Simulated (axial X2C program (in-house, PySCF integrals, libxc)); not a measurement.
# Potential curves of AlC, two-component

Computed with an axial X2C code built on PySCF integrals. Two-component (2c) means X2C with spin–orbit coupling and atomic mean-field two-electron Coulomb and Gaunt terms. Basis: Al dyall-v3z [8s8p2d1f], C dyall-v3z [7s6p2d1f] (cores contracted in-house); Gaussian nuclei, density fitting, unrestricted open shells. Masses: Al 26.982 u, C 12.000 u.

State: Ω = 3/2 (⟨Sz⟩ = 1.50, ⟨Lz⟩ = 0.00 at HF). Energies in kJ/mol from the fragments at the same level (Al + C). Fits are polynomials in 1 − R0/R over 0.85 to 1.23 times the lowest point R0.

```csv
R (Å),CCSD(T),PBE0,PW91,HF
1.7217,,-282.21,-301.43,-190.84
1.8009,-289.75,-315.54,-335.14,-225.64
1.8603,-305.09,-329.70,-349.65,-240.60
1.9196,-313.07,-336.84,-357.22,-248.28
1.9790,-315.39,-338.59,-359.48,-250.33
2.0483,-312.71,-335.50,-357.07,-247.33
2.1175,-305.78,-328.37,-350.73,-240.08
2.2066,-292.49,-315.12,-338.62,-226.44
2.3154,,-295.11,-320.21,-205.75
2.4737,,-262.60,-290.29,-172.10
```

Correlated methods: 7 electrons correlated (number of frozen shells: Al 2 s, 1 p; C 1 s), 145 virtual spin orbitals or spinors in MP2, 90 natural virtuals in coupled cluster.

Occupations by symmetry block were frozen at the best pattern of an incomplete PBE0 search. De is counted from the lowest determinant-based energies of the atoms at the same level, without counterpoise correction. Density functionals use the spin component along the axis (collinear). Coupled cluster ran in a truncated set of natural virtual spinors; the MP2 energy of the rest was added. (T) has no such correction and the atoms are truncated less, which lowers De at CCSD(T) by a hundredth of an eV or more. The 2c atoms are single determinants rather than J levels; their spin–orbit lowering is only partly caught, and De is too large by that part. This holds for CCSD(T), PBE0, PW91. The functionals have no current-density term, which raises determinants with orbital currents, atoms included. With several unpaired electrons one determinant need not be a pure state. This is the top spin component of a Σ state; components of lower Ω are not single determinants and can lie lower. Coupled cluster ran on the points near the minimum only. MP2 and coupled cluster on one determinant become unreliable at the stretched end.

**Question.** Fit the CCSD(T) curve near its minimum: give the equilibrium distance, the harmonic wavenumber and the well depth.

**Answer.** At CCSD(T), 2c: Re = 1.978 Å, ωe ≈ 644 cm⁻¹, De = 3.27 eV to Al + C; Be follows as 0.518 cm⁻¹.

**Question.** Fit the PBE0 curve near its minimum: give the equilibrium distance, the harmonic wavenumber and the well depth.

**Answer.** At PBE0, 2c: Re = 1.972 Å, ωe ≈ 639 cm⁻¹, De = 3.51 eV to Al + C; Be follows as 0.522 cm⁻¹.

**Question.** Fit the PW91 curve near its minimum: give the equilibrium distance, the harmonic wavenumber and the well depth.

**Answer.** At PW91, 2c: Re = 1.980 Å, ωe ≈ 621 cm⁻¹, De = 3.73 eV to Al + C; Be follows as 0.518 cm⁻¹.

**Question.** What are Re, ωe and De at the HF level?

**Answer.** At HF, 2c: Re = 1.975 Å, ωe ≈ 650 cm⁻¹, De = 2.59 eV to Al + C; Be follows as 0.52 cm⁻¹.
